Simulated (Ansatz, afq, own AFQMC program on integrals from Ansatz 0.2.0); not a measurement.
## CH2, singlet in cc-pVDZ, levels against full CI

```yaml
atoms:
  - { symbol: C, position_ang: [0.0000, -0.1877, 0.1062] }
  - { symbol: H, position_ang: [0.0000, 1.7206, -2.2333] }
  - { symbol: H, position_ang: [0.0000, 0.5155, 0.9683] }
```

Basis cc-pVDZ. Only valence electrons are correlated. Ansatz 0.2.0 and our own AFQMC program on the same integrals; the CISD trial comes from CCSD amplitudes, and released means the phaseless constraint is let go. ± is one standard error of the sampling.

Determinant: UHF, the one that the program's search chose, which needn't be the lowest solution. The geometry is a point of a scan.

Full CI on the same integrals is exact in this basis and with this determinant's frozen core.

Cautions: an unrestricted solution with more broken spin lies lower (93 meV, ⟨S²⟩ 1.33); unrestricted determinant spin contaminated (⟨S²⟩ 0.99 against 0.00); the CCSDT(Q) amplitudes may be one of several solutions (largest double 0.68); the CCSDTQ amplitudes may be one of several solutions (largest double 0.84); the released energies have errors that jump between times, so the bars are unsure, so no released level is given (meV from the phaseless value at times in 1/Eh: -3 ± 3 at 0.24, -177 ± 172 at 0.51, -5.6 ± 1.6 at 0.99, -8.5 ± 1.9 at 1.62, -10.6 ± 1.9 at 2.40); the next higher spin lies close (full CI puts it 79 meV above).

The T1 diagnostic is 0.0117 and the weight of the determinant in the CISD state is 0.933. The ⟨S²⟩ of the determinant is 0.993 and the size of the correlated space is 6 electrons in 23 orbitals.

```csv
level,correlation energy (eV)
MP2,-2.1694
CCSD,-2.8789
CCSD(T),-2.9316
```

(1) Estimate where full CI lies against CCSD(T) on the same integrals.

(1) 1.70 kcal/mol below CCSD(T).

Reference: full CI, correlation energy -3.005 eV. The cautions show a poor starting determinant, so the rows tell how each method copes with it here, and full CI is the sure value.

```
        level  E − E(reference) (kcal/mol)  share of correlation (%)
      CCSD(T)                         1.70                     97.55
        CCSDT                         0.35                     99.50
     CCSDT(Q)                         0.01                     99.99
       CCSDTQ                         0.02                     99.98
ph-AFQMC/CISD                  0.14 ± 0.06                     99.80
```

CCSDT and higher add their correlation energy to the determinant of the CCSD(T) run, since their own runs factorise the integrals more tightly (a shift of under 2 meV). A walk keeps the symmetry of its determinant, which the program's search chose and which needn't be the lowest solution, so a lower state of the same spin and another symmetry isn't excluded.
